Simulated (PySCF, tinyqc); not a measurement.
Inside a calculation. Method: CID on RHF in the sto-3g basis, for HF, spin multiplicity 1. The lowest restricted solution is unstable here: a spin-polarised one lies 0.0053 hartree lower (PySCF). One step of it, computed by the program tinyqc.

Task: CID: determinants and Hamiltonian. Slater-Condon rules over spin orbitals, with the nuclear repulsion added and E(HF) subtracted on the diagonal. Only determinants linked to the reference directly or through others are kept (one block of an abelian symmetry group), so some states are absent.

one-electron integrals over orbitals h = C^T H C (hartree), lower triangle:
```
            1          2          3          4          5          6
1  -40.422804
2    0.723892  -9.121922
3   -0.125206   0.477548  -6.748216
4    0.000000   0.000000   0.000000  -8.599302
5    0.000000   0.000000   0.000000   0.000000  -8.599302
6   -0.136990   0.749787   2.289869   0.000000   0.000000  -5.968819
```

Two-electron integrals over orbitals (pq|rs), unique and non-zero (hartree):
```
(11|11) 5.364562    (21|11) -0.522856   (21|21) 0.080325    (22|11) 1.235535
(22|21) -0.022884   (22|22) 0.874384    (31|11) 0.095206    (31|21) -0.014188
(31|22) 0.006077    (31|31) 0.017056    (32|11) -0.115364   (32|21) 0.004781
(32|22) -0.045575   (32|31) 0.020510    (32|32) 0.132764    (33|11) 0.879625
(33|21) -0.008407   (33|22) 0.686452    (33|31) -0.001920   (33|32) -0.012781
(33|33) 0.670294    (41|41) 0.029532    (42|41) 0.040162    (42|42) 0.189853
(43|41) -0.006649   (43|42) -0.026677   (43|43) 0.034652    (44|11) 1.264027
(44|21) -0.015126   (44|22) 0.896190    (44|31) 0.002812    (44|32) -0.064002
(44|33) 0.672728    (44|44) 0.997514    (51|51) 0.029532    (52|51) 0.040162
(52|52) 0.189853    (53|51) -0.006649   (53|52) -0.026677   (53|53) 0.034652
(54|54) 0.053770    (55|11) 1.264027    (55|21) -0.015126   (55|22) 0.896190
(55|31) 0.002812    (55|32) -0.064002   (55|33) 0.672728    (55|44) 0.889973
(55|55) 0.997514    (61|11) 0.101134    (61|21) -0.016137   (61|22) 0.002747
(61|31) -0.012519   (61|32) -0.023055   (61|33) 0.005279    (61|44) 0.002963
(61|55) 0.002963    (61|61) 0.019488    (62|11) -0.147105   (62|21) 0.003936
(62|22) -0.081551   (62|31) -0.019922   (62|32) -0.078448   (62|33) -0.021496
(62|44) -0.080900   (62|55) -0.080900   (62|61) 0.019070    (62|62) 0.091382
(63|11) -0.425659   (63|21) 0.007111    (63|22) -0.242048   (63|31) 0.001388
(63|32) 0.077933    (63|33) -0.091524   (63|44) -0.249805   (63|55) -0.249805
(63|61) -0.004623   (63|62) 0.034785    (63|63) 0.235770    (64|41) -0.006638
(64|42) -0.027181   (64|43) -0.022661   (64|64) 0.028881    (65|51) -0.006638
(65|52) -0.027181   (65|53) -0.022661   (65|65) 0.028881    (66|11) 0.834471
(66|21) -0.008897   (66|22) 0.635853    (66|31) 0.009752    (66|32) 0.043899
(66|33) 0.645023    (66|44) 0.620802    (66|55) 0.620802    (66|61) -0.006998
(66|62) -0.052153   (66|63) -0.026902   (66|66) 0.670455
```

nuclear repulsion = 3.73536855 hartree

Hartree-Fock energy = -98.49754362 hartree

Give: determinants; H - E(HF) between determinants.

Result:

Occupation strings over the orbitals (2 doubly, a alpha, b beta, 0 empty; spin orbitals ordered 1a 1b 2a 2b ...): 222220 222202 222022 220222 2ab222 a2b222 2ba222 202222 ab2222 b2a222 ba2222 022222

H - E(HF) between determinants (hartree), lower triangle:
```
        222220  222202  222022  220222  2ab222  a2b222  2ba222  202222
222220   0.000
222202   0.029   0.851
222022   0.029   0.054   0.851
220222   0.236   0.035   0.035   0.862
2ab222  -0.035   0.027   0.027   0.066   1.689
a2b222   0.005   0.007   0.007   0.026   0.028  25.930
2ba222   0.035  -0.027  -0.027  -0.066  -0.133  -0.021   1.689
202222   0.091   0.190   0.190   0.133   0.099  -0.005  -0.099   2.689
ab2222  -0.019  -0.040  -0.040  -0.021   0.005  -0.168   0.018  -0.014
b2a222  -0.005  -0.007  -0.007  -0.026  -0.021  -0.017   0.028   0.005
ba2222   0.019   0.040   0.040   0.021   0.018   0.014   0.005   0.014
022222   0.019   0.030   0.030   0.017   0.014  -0.071  -0.014   0.080

        ab2222  b2a222  ba2222  022222
ab2222  27.097
b2a222   0.014  25.930
ba2222  -0.080  -0.168  27.097
022222   0.486   0.071  -0.486  55.274
```
